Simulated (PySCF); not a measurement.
# Mg: ionisation energy

Mg [Ne] 3s2 (1S) → Mg⁺ [Ne] 3s1 (2S), as a difference of total energies. All numbers are calculated (PySCF 2.14, the spin-free X2C one-electron Hamiltonian (Gaussian nucleus), in aug-cc-pVDZ-DK). Correlated levels: valence: [Ne] frozen. The calculations carry no spin-orbit coupling.

**Question.** Order these methods by the ionisation energy they give, lowest first.
A. MP2 (valence)
B. BP86
C. TPSS
D. SCS-MP2 (valence)

**Answer.** A (7.223 eV), D (7.341 eV), C (7.588 eV), B (7.751 eV).

Errors of the correlated levels include the incompleteness of this basis and the frozen core.

With two correlated electrons CCSD is exact in that space.

For comparison: 7.646 eV (measured; NIST Atomic Spectra Database, ionization energies).
